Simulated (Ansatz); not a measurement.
Input file:

```yaml
crystal:
  periodic: [false, false, false]
  atoms:
    - {symbol: N, position_ang: [0.000000, 0.000000, 1.325071]}
    - {symbol: C, position_ang: [0.000000, 0.000000, 0.179465]}
    - {symbol: H, position_ang: [0.000000, 0.000000, -1.504535]}
basis:
  gaussian: {orbitals: 6-31G}
magnetization: {spin_polarized: true, initial_magnetization: 0}
hamiltonian: {xc: {name: B3LYP}}
```

```sh
$ ansatz run in.yaml --threads 1 --pin off --events-out ev --progress --plain --max-ram 2393MiB
```

Output:

```
291 factors; integrals over basis functions are off by at most 1.9e-4 eV
mean field evaluation 1: about -2533.2449 eV, gradient 3.2e1 eV
mean field evaluation 2: about -2469.3882 eV, gradient 9.8e1 eV
mean field evaluation 4: about -2537.9581 eV, gradient 7.5e0 eV
mean field evaluation 8: about -2538.4595 eV, gradient 2.7e-2 eV
a density is far from that of the atoms, so the factors are made again for it
315 factors; integrals over basis functions are off by at most 3.6e-5 eV
mean field evaluation 16: about -2538.4596 eV, gradient 1.9e-4 eV
mean field -2538.45957530 eV, -93.2866687625 hartree, gradient 2.2e-5 eV, S^2 0.000000; 0 other end points of the search recorded, 0 dependent functions left out
reference -2538.45970442 eV, -93.2866735078 hartree; 7, 7 occupied and 13, 13 virtual orbitals, 315 factors
Total energy: -2538.45970442 eV, -93.2866735078 hartree
```

Ran on 1 thread of Arm Neoverse V1, shared host: 0.76 s wall, 0.15 GiB peak host memory.
